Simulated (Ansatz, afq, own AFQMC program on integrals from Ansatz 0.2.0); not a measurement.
## SiH3⁺, singlet → SiH₃⁺, triplet

```xyz
4

Si    0.0000    0.0000    0.0000
H     1.4719    0.0142   -0.0001
H    -0.7483    1.2676   -0.0029
H    -0.7237   -1.2818    0.0030
```

E(triplet, charge +1) − E(singlet, charge +1) at this geometry, on RHF and UHF determinants.

Basis cc-pVDZ. Noble-gas cores (and the filled d shells of Ga–Kr and In–Xe) are frozen. AFQMC by an in-house program on the Cholesky factors that Ansatz 0.2.0 writes for its CCSD(T) run. ph-AFQMC/CISD is guided by a CISD state made of CCSD amplitudes; releasing the constraint for a short imaginary time cuts its bias at the price of noise, slowly where states lie close. Error bars are statistical, one sigma. The errors of all members are added in quadrature.

No full CI on the walks' own integrals is used here; CCSDT(Q) serves as the reference and is uncertain by about the last step of the cluster series. Each member takes its own surest rung, up to full CI.

Errors are counted within cc-pVDZ, not against nature.

Cautions: SiH₃⁺ (singlet): full CI with its own frozen core; SiH₃⁺ (triplet): another spin lies lower, the search met a lower determinant of the same kind, perhaps of another symmetry (46 meV lower), and this one is a saddle point, unrestricted determinant slightly spin contaminated (⟨S²⟩ 2.06 against 2.00), the released energies are still falling, so no released level is given (meV from the phaseless value at times in 1/Eh: -9 ± 8 at 0.24, -11 ± 6 at 0.50, -17 ± 5 at 1.00, -21 ± 4 at 1.50), though the last usable value meets CCSDT(Q) within the noise, its ph-AFQMC/CISD value lies 27 ± 5 meV above CCSDT(Q); the upper state may be diffuse, so the gap hangs on the basis; core correlation is missing, and it shifts such a gap most where an s electron is promoted.

Reference (CCSDT(Q)): 121.0 kcal/mol.

```json
{"level": "HF", "vertical spin gap (kcal/mol)": "121.5", "error against CCSDT(Q) (kcal/mol)": "0.5"}
{"level": "MP2", "vertical spin gap (kcal/mol)": "124.4", "error against CCSDT(Q) (kcal/mol)": "3.4"}
{"level": "CCSD", "vertical spin gap (kcal/mol)": "122.0", "error against CCSDT(Q) (kcal/mol)": "1.0"}
{"level": "CCSD(T)", "vertical spin gap (kcal/mol)": "121.3", "error against CCSDT(Q) (kcal/mol)": "0.3"}
{"level": "CCSDT", "vertical spin gap (kcal/mol)": "121.0", "error against CCSDT(Q) (kcal/mol)": "0.0"}
{"level": "ph-AFQMC/CISD", "vertical spin gap (kcal/mol)": "121.6 ± 0.1", "error against CCSDT(Q) (kcal/mol)": "0.6 ± 0.1"}
```

Correlation beyond CCSD(T) takes off 0.3 kcal/mol. The perturbative (T) step is worth −0.7 kcal/mol.

A walk keeps the symmetry of its determinant, which the program's search chose and which needn't be the lowest solution, so a lower state of the same spin and another symmetry isn't excluded.
